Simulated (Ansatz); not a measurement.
CH7BS, closed shell: a trajectory.

in.yaml

```yaml
crystal:
  periodic: [false, false, false]
  atoms:
    - {symbol: B, position_ang: [-0.380285, -0.579509, -0.467899]}
    - {symbol: S, position_ang: [-0.594313, 1.308925, -1.107122]}
    - {symbol: H, position_ang: [0.105345, -1.049632, -1.474869]}
    - {symbol: H, position_ang: [-1.555066, -0.860360, -0.358898]}
    - {symbol: H, position_ang: [-0.942235, 1.969514, 0.014319]}
    - {symbol: C, position_ang: [0.506545, -0.616009, 0.857808]}
    - {symbol: H, position_ang: [0.664276, 1.787396, -1.061038]}
    - {symbol: H, position_ang: [0.610460, -1.655985, 1.186006]}
    - {symbol: H, position_ang: [0.061586, -0.070090, 1.697268]}
    - {symbol: H, position_ang: [1.523685, -0.234350, 0.714524]}
basis:
  gaussian: {orbitals: def2-SVP}
hamiltonian: {xc: pbe0, dispersion: d4}
md: {n_steps: 30, timestep: 6, temperature: 200, ensemble: nvt_nose_hoover, seed: 733, initial_velocities: maxwell_boltzmann}
```

Run by:

```bash
ansatz run in.yaml --threads 2 --pin off --events-out ev --progress --plain --max-ram 4352MiB
```

The run's output (Ansatz 0.2.0):

```
Functional definition: PBE0
  name "PBE0"
  cite "Adamo & Barone, J. Chem. Phys. 110, 6158 (1999) doi:10.1063/1.478522"
  cite "Perdew, Burke & Ernzerhof, Phys. Rev. Lett. 77, 3865 (1996) doi:10.1103/PhysRevLett.77.3865"
  parent pbe
  parameter a = 0.25
  parameter kappa = 0.804
  parameter beta = 0.06672455060314922
  exchange = (1 - a)*pbe_x(kappa = kappa, mu = beta*pi^2/3) + a*exact_x
  correlation = pbe_c(beta = beta)
887 factors; integrals over basis functions are off by at most 3.3e-4 eV
mean field evaluation 1: about -12645.3856 eV, gradient 4.7e1 eV
mean field evaluation 2: about -12642.3547 eV, gradient 5.6e1 eV
mean field evaluation 4: about -12651.5193 eV, gradient 1.1e0 eV
mean field evaluation 8: about -12651.5487 eV, gradient 2.4e-2 eV
mean field -12651.54872360 eV, -464.9358400644 hartree, gradient 2.2e-5 eV, S^2 0.000000; 0 other end points of the search recorded, 0 dependent functions left out
the calculation of the forces begins
reference -12651.54874834 eV, -464.9358409737 hartree; 17, 17 occupied and 64, 64 virtual orbitals, 887 factors
md step     0: t =     0.00 fs  T =   200.0 K  F+E_penalty+E_count = -12651.68390810 eV  E_kin = 0.206816 eV  conserved = -12651.47709210 eV  (23 SCF iters)
md step     1: t =     6.00 fs  T =   787.9 K  F+E_penalty+E_count = -12650.76942959 eV  E_kin = 0.814780 eV  conserved = -12649.95248369 eV  (26 SCF iters, 9 dispersion substeps)
md step     2: t =    12.00 fs  T = 289821.1 K  F+E_penalty+E_count = -12578.37900269 eV  E_kin = 299.698190 eV  conserved = -10056.66831441 eV  (34 SCF iters, 13 dispersion substeps)
md step     3: t =    18.00 fs  T = 179595.8 K  F+E_penalty+E_count = -12619.84994548 eV  E_kin = 185.716416 eV  conserved = -6585.44080532 eV  (155 SCF iters, 79 dispersion substeps)
md step     4: t =    24.00 fs  T = 21629.8 K  F+E_penalty+E_count = -12622.73441904 eV  E_kin = 22.366969 eV  conserved = -6533.05244015 eV  (103 SCF iters, 79 dispersion substeps)
md step     5: t =    30.00 fs  T =  9329.0 K  F+E_penalty+E_count = -12617.30050116 eV  E_kin = 9.646887 eV  conserved = -6509.46686821 eV  (362 SCF iters, 79 dispersion substeps)
the trajectory goes on in another electronic state from step 6 on, where its energy jumps by +0.000 meV, which the conserved energy leaves out
md step     6: t =    36.00 fs  T = 15195.4 K  F+E_penalty+E_count = -12613.58308266 eV  E_kin = 15.713234 eV  conserved = -6472.36199999 eV  (378 SCF iters, 79 dispersion substeps)
md step     7: t =    42.00 fs  T =  3216.8 K  F+E_penalty+E_count = -12614.24736273 eV  E_kin = 3.326418 eV  conserved = -6472.42814486 eV  (190 SCF iters, 79 dispersion substeps)
md step     8: t =    48.00 fs  T =  1253.1 K  F+E_penalty+E_count = -12615.35530494 eV  E_kin = 1.295792 eV  conserved = -6472.68006554 eV  (131 SCF iters, 79 dispersion substeps)
md step     9: t =    54.00 fs  T =   522.7 K  F+E_penalty+E_count = -12615.40697665 eV  E_kin = 0.540540 eV  conserved = -6472.49296738 eV  (112 SCF iters, 79 dispersion substeps)
md step    10: t =    60.00 fs  T =   532.3 K  F+E_penalty+E_count = -12616.06949147 eV  E_kin = 0.550399 eV  conserved = -6472.56969522 eV  (109 SCF iters, 79 dispersion substeps)
md step    11: t =    66.00 fs  T =  1513.9 K  F+E_penalty+E_count = -12618.01766813 eV  E_kin = 1.565459 eV  conserved = -6472.38412025 eV  (102 SCF iters, 79 dispersion substeps)
md step    12: t =    72.00 fs  T = 152586.2 K  F+E_penalty+E_count = -12558.27767304 eV  E_kin = 157.786312 eV  conserved = -1924.24142621 eV  (100 SCF iters, 79 dispersion substeps)
the trajectory goes on in another electronic state from step 13 on, where its energy jumps by +31.562 meV, which the conserved energy leaves out
md step    13: t =    78.00 fs  T = 122190.9 K  F+E_penalty+E_count = -12612.39361095 eV  E_kin = 126.355169 eV  conserved = 3383.01897201 eV  (1278 SCF iters, 93 dispersion substeps)
md step    14: t =    84.00 fs  T =  3826.5 K  F+E_penalty+E_count = -12612.77324914 eV  E_kin = 3.956907 eV  conserved = 3383.02012506 eV  (126 SCF iters, 93 dispersion substeps)
md step    15: t =    90.00 fs  T =   821.2 K  F+E_penalty+E_count = -12613.83343609 eV  E_kin = 0.849229 eV  conserved = 3382.99960789 eV  (118 SCF iters, 93 dispersion substeps)
md step    16: t =    96.00 fs  T =   655.8 K  F+E_penalty+E_count = -12615.09406696 eV  E_kin = 0.678186 eV  conserved = 3382.88713472 eV  (132 SCF iters, 93 dispersion substeps)
md step    17: t =   102.00 fs  T =   567.7 K  F+E_penalty+E_count = -12615.94172403 eV  E_kin = 0.587096 eV  conserved = 3382.87878200 eV  (119 SCF iters, 93 dispersion substeps)
the trajectory goes on in another electronic state from step 18 on, where its energy jumps by +0.000 meV, which the conserved energy leaves out
md step    18: t =   108.00 fs  T =   952.7 K  F+E_penalty+E_count = -12617.22827767 eV  E_kin = 0.985122 eV  conserved = 3383.10647980 eV  (271 SCF iters, 93 dispersion substeps)
the trajectory goes on in another electronic state from step 19 on, where its energy jumps by +0.000 meV, which the conserved energy leaves out
md step    19: t =   114.00 fs  T = 17953.5 K  F+E_penalty+E_count = -12614.05417889 eV  E_kin = 18.565386 eV  conserved = 3422.62810541 eV  (417 SCF iters, 93 dispersion substeps)
md step    20: t =   120.00 fs  T = 35069.2 K  F+E_penalty+E_count = -12614.70254790 eV  E_kin = 36.264329 eV  conserved = 3519.02023348 eV  (381 SCF iters, 93 dispersion substeps)
md step    21: t =   126.00 fs  T =  3661.2 K  F+E_penalty+E_count = -12614.67833164 eV  E_kin = 3.785959 eV  conserved = 3519.03390379 eV  (238 SCF iters, 93 dispersion substeps)
md step    22: t =   132.00 fs  T =   602.7 K  F+E_penalty+E_count = -12614.73955918 eV  E_kin = 0.623246 eV  conserved = 3518.98407014 eV  (312 SCF iters, 93 dispersion substeps)
md step    23: t =   138.00 fs  T =   136.5 K  F+E_penalty+E_count = -12614.74129362 eV  E_kin = 0.141134 eV  conserved = 3518.98653605 eV  (144 SCF iters, 93 dispersion substeps)
md step    24: t =   144.00 fs  T =    41.1 K  F+E_penalty+E_count = -12614.75117251 eV  E_kin = 0.042518 eV  conserved = 3518.98412178 eV  (142 SCF iters, 93 dispersion substeps)
md step    25: t =   150.00 fs  T =    15.9 K  F+E_penalty+E_count = -12614.75876773 eV  E_kin = 0.016396 eV  conserved = 3518.98184803 eV  (133 SCF iters, 93 dispersion substeps)
md step    26: t =   156.00 fs  T =     7.2 K  F+E_penalty+E_count = -12614.76042303 eV  E_kin = 0.007405 eV  conserved = 3518.98300086 eV  (143 SCF iters, 93 dispersion substeps)
md step    27: t =   162.00 fs  T =     5.1 K  F+E_penalty+E_count = -12614.76534079 eV  E_kin = 0.005284 eV  conserved = 3518.98206427 eV  (216 SCF iters, 93 dispersion substeps)
md step    28: t =   168.00 fs  T =     4.3 K  F+E_penalty+E_count = -12614.76923356 eV  E_kin = 0.004449 eV  conserved = 3518.98176551 eV  (191 SCF iters, 93 dispersion substeps)
md step    29: t =   174.00 fs  T =     3.7 K  F+E_penalty+E_count = -12614.77196518 eV  E_kin = 0.003838 eV  conserved = 3518.98196025 eV  (138 SCF iters, 93 dispersion substeps)
md step    30: t =   180.00 fs  T =     3.6 K  F+E_penalty+E_count = -12614.77516533 eV  E_kin = 0.003693 eV  conserved = 3518.98167462 eV  (2438 SCF iters, 93 dispersion substeps)
Total energy: -12614.77529135 eV, -463.5844413553 hartree
Atom 0 at    -1.370408    -0.410707    -1.054483 Å, force    -0.142058     0.005508     0.032458 eV/Å
Atom 1 at    -1.287443    -0.441905    -2.683586 Å, force     0.063902    -0.005557     0.009922 eV/Å
Atom 2 at     4.593055   -13.576485    -2.425574 Å, force    -0.000955    -0.007419     0.007800 eV/Å
Atom 3 at    -0.232591    -2.594771    -8.614870 Å, force    -0.004506     0.007847     0.027077 eV/Å
Atom 4 at   -11.158575    18.880702    28.980405 Å, force     0.000730    -0.000965    -0.001052 eV/Å
Atom 5 at    -1.673456    -0.374746     0.419796 Å, force     0.082911    -0.007826    -0.068974 eV/Å
Atom 6 at    29.064716    50.865080    28.176028 Å, force     0.000006    -0.000853    -0.000741 eV/Å
Atom 7 at     3.463046   -22.436333     6.848461 Å, force     0.000949     0.007450    -0.007792 eV/Å
Atom 8 at     3.933817    -1.163923     7.367912 Å, force    -0.000959     0.000974     0.000562 eV/Å
Atom 9 at    29.444448    20.913253     2.035129 Å, force    -0.000021     0.000841     0.000742 eV/Å
Dipole moment:    -0.218580    -0.328861    -0.469124 e Å

[the SCF lines of later steps are left out]
```

The lines “mean field evaluation” count trial sets of orbitals through the whole run, from several starts and some on an approximate energy, so they need not fall steadily or lie above the final value.

The run took about 110 s on 2 CPU threads of an Intel Xeon Platinum 8259CL (shared host).


The run ended normally. The timestep is far too long for bond vibrations, so the integration is inaccurate or blows up, and the trajectory means little.